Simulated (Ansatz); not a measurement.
System: rutile MnF₂. Method: RPBE (plane waves, PAW; Ansatz, an electronic-structure program).

Numerical settings: plane-wave cutoff 520 eV, 8×8×10 k mesh (along the axes of the cell as run), Fermi–Dirac smearing 0.01 eV, spin-polarised with opposed moments, scalar-relativistic PAW data made under PBE.

Computed at the level's own relaxed cell.

Task: Predict the smallest direct gap on the k points sampled, band gap and pressure derivative B′ of the bulk modulus.

Result: 
- smallest direct gap on the k points sampled = 2.59 eV
- band gap = 2.55 eV (indirect)
- pressure derivative B′ of the bulk modulus = 5.8

Measured, for comparison: band gap 9.9 eV (temperature not stated, no zero-point or thermal correction, the source doubts the polymorph; as tabulated in Das and Bazhirov (2019), arXiv:1808.05325). Computed (rounded) less measured: band gap not scored (a reference that its source doubts or gives as a wide range).

Note: without U or exact exchange, gaps and moments of open d shells tend to come out too small; the bulk modulus comes from volumes at which shape and atoms were relaxed.

Computed values are for the static lattice.

Cost on a shared machine: very roughly 30 core-minutes.
